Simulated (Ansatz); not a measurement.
Coupled-cluster diagnostics for [B(CN)H3]- (CH3BN⁻), Ansatz.

Geometry of the singlet (r2SCAN-D4/def2-TZVPD):

```xyz
6

B     0.140    0.004    0.501
C    -0.285   -0.008   -1.017
N    -0.599   -0.018   -2.138
H     0.180   -1.149    0.913
H    -0.683    0.649    1.140
H     1.246    0.522    0.601
```

Correlated methods freeze 3 core orbitals.

Estimate the CCSD(T) correlation energy, the shares of MP2 and (T), T1 and the reference's ⟨S²⟩ for: charge -1, singlet, own geometry in def2-TZVPPD; charge 0, doublet, vertical in def2-TZVPPD; and the rough time on 4 threads of Arm Neoverse V1 on a shared host.


```tsv
state	basis	correlation (eV)	MP2 share (%)	(T) share (%)	T1	⟨S²⟩ (pure)	wall time	remarks
charge -1, singlet, own geometry	def2-TZVPPD	-14.297	91.9	4.6	0.014	0.00 (0.00)	9.5 s	–
charge 0, doublet, vertical	def2-TZVPPD	-13.534	88.3	5.0	0.040	0.90 (0.75)	41 s	flagged by the program, spin-contaminated (⟨S²⟩ 0.90)
```
Customary marks for T1 are 0.02 (closed shells), 0.045 (open shells) and about 0.05 (3d metals). T1 exceeds 0.02 in 1 of 2 rows and 0.045 in 0; the higher it lies, the less the single-reference result can be trusted.
